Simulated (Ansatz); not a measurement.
Saddle point of CH7ClSi, closed shell (CH₅ClSi ([CH3][SiH2][Cl]) + H₂ → CH₆Si ([CH3][SiH3]) + HCl; bonds formed: Si1–H7, Cl2–H6; bonds broken: Si1–Cl2, H6–H7), PBE0-D4/def2-TZVP structure:

Si1  (-0.173, -0.600, 0.322)
Cl2  (2.007, -0.550, -0.971)
H3  (-0.298, -1.975, -0.193)
H4  (-0.951, -0.603, 1.606)
C5  (-0.736, 0.900, -0.606)
H6  (1.584, -0.419, 0.722)
H7  (1.093, -0.386, 1.463)
H8  (-0.180, 1.774, -0.257)
H9  (-1.798, 1.070, -0.413)
H10  (-0.548, 0.790, -1.673)
(Å)

Energies are electronic, without zero-point energy. Barriers and step energies count from the start structure reached by relaxing down the imaginary mode; all methods use the PBE0-D4 structures, on which another method's saddle can fall below an end. Computed with Ansatz 0.2.0 (basis: def2-TZVPP, with def2-QZVPP for the basis limit); correlated methods freeze the cores. B3LYP uses VWN-RPA correlation. Extrapolation: Hartree–Fock as exp(−7.88 √X), correlation as X^−2.97.

```
      method  barrier (kcal/mol)  step energy (kcal/mol)
       SPW92                   ?                   15.42
      PBE-D4               46.78                   17.41
     BLYP-D4               50.57                   17.54
   r2SCAN-D4               50.25                   18.96
      B97M-V                   ?                   17.70
     PBE0-D4               50.25                   17.66
    B3LYP-D4               52.99                   17.61
  r2SCAN0-D4                   ?                   18.80
    BHLYP-D4               56.93                   17.96
CAM-B3LYP-D4               54.45                   17.02
     wB97X-V               55.18                   18.08
     wB97M-V               54.18                   18.56
      B2PLYP               55.14                   17.77
    PBE-QIDH               54.01                   18.39
  RPA on PBE               56.75                   16.31
          HF               66.87                   17.47
         MP2               56.38                   19.28
        CCSD               58.10                   16.66
     CCSD(T)               56.40                   17.06
```

Question: Fill in the withheld barriers. (Judge from chemistry; the value comes from the calculation.)

Answer: Computed: B97M-V 52.93; r2SCAN0-D4 52.37; SPW92 39.58 kcal/mol. Each is the energy of the saddle less that of the start structure, by the same method.

For comparison, the barrier by CCSD(T) at an estimated basis limit (MP2 extrapolated from triple and quadruple zeta, plus CCSD(T) − MP2 in triple zeta) is 55.14 kcal/mol.

T1 diagnostic: at most 0.011.

Labels in which every atom is bracketed show which atoms are joined, not bond orders.

For scale, one of the runs: CCSD(T)/def2-TZVPP, 213 basis functions, launched by `ansatz run in.yaml --threads 4 --pin off --events-out ev --progress --plain --max-ram 9574MiB`. Time: 29 s of wall clock on 4 CPU threads of an Arm Neoverse V2; the host was shared. Peak host memory: 2.8 GiB.
